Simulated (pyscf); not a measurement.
**Four-centre exchange: PH₃ + HO–GaH₂ -> HO–PH₂ + gallane (GaH₃)**

Gas phase, singlet surface, charge 0. Bonds broken: P1–H2, O5–Ga6. Bonds formed: P1–O5, H2–Ga6. Single points on ωB97X-D3(BJ)/def2-SVP structures (PySCF, gas phase). Correlated levels are frozen-core, on RHF or UHF. ΔMP2 is the change of the MP2 total energy from the triple- to the quadruple-zeta basis.

Transition state (Å):

```xyz
9

P     -1.1527    -1.2671     0.3024
H     -1.4016     0.3605     0.4848
H     -0.7894    -2.1184    -0.8069
H     -2.4670    -1.1304    -0.2662
O      0.5339    -0.3905    -0.2710
Ga    -0.2990     1.3546    -0.4152
H      0.9616    -0.8197    -1.0246
H     -0.8394     1.5704    -1.8658
H      0.3234     2.4079     0.5499
```

One imaginary mode, 602i cm⁻¹; descent along it reached the two sides named, in the forms told below.

```csv
bond,change,reactant side (Å),saddle,product side
P1–H2,breaks,1.421,1.657,3.1
O5–Ga6,breaks,1.793,1.939,2.157
P1–O5,forms,3.3,1.985,1.705
H2–Ga6,forms,3.0,1.736,1.583
```

Electronic energies relative to the separated reactants (eV):

```csv
level,barrier,reaction energy,reverse barrier
ωB97X-D3(BJ)/def2-TZVP,1.42,+0.92,0.50
PBE/def2-TZVP,1.35,+0.97,0.38
r²SCAN/def2-TZVP,1.37,+1.00,0.37
B3LYP-D3(BJ)/def2-TZVP,1.48,+0.93,0.55
PBE0-D3(BJ)/def2-TZVP,1.38,+0.93,0.45
M06-2X/def2-TZVP,1.49,+1.03,0.46
ωB97M-D3(BJ)/def2-TZVP,1.52,+0.88,0.64
HF/def2-TZVP,2.19,+0.84,1.35
MP2/def2-QZVPP,1.57,+1.04,0.53
CCSD/def2-TZVPP,1.69,+0.99,0.70
CCSD(T)/def2-TZVPP,1.59,+1.02,0.58
CCSD(T)/def2-TZVPP + ΔMP2(QZVPP),1.57,+1.01,0.57
```

With CCSD(T)/def2-TZVPP + ΔMP2(QZVPP) energies and thermal terms (ideal gas, 1 atm, RRHO with modes under 100 cm⁻¹ raised to 100, one conformer, R ln 2 for chiral ones without a mode under 150 cm⁻¹), in eV:

```json
[
 {"T (K)": "298", "ΔH‡": "1.60", "ΔG‡": "2.08", "ΔH": "+0.98", "ΔG": "+1.00"},
 {"T (K)": "600", "ΔH‡": "1.60", "ΔG‡": "2.56", "ΔH": "+0.98", "ΔG": "+1.03"},
 {"T (K)": "900", "ΔH‡": "1.63", "ΔG‡": "3.04", "ΔH": "+0.98", "ΔG": "+1.05"},
 {"T (K)": "1200", "ΔH‡": "1.65", "ΔG‡": "3.50", "ΔH": "+0.98", "ΔG": "+1.08"}
]
```

On the product side the descent ends in an adduct with a Ga–O contact, 0.64 eV under the separated species and 1.13 eV under the saddle at ωB97X-D3(BJ)/def2-TZVP. What is counted as broken (Ga–O) persists as a longer contact in the product adduct; parting that adduct is a step of its own. This is the saddle that the search found; another between the same sides may lie lower. The CCSD(T) − MP2 part came from Ansatz, without density fitting, on the same reference. The frozen core leaves the outer d or s,p core shells of the metals and heavy elements correlated in the MP2 and CC values, and def2-TZVPP describes them poorly, which can shift differences by a few kcal/mol. Elements up to Kr have no core potential and no relativistic terms here.
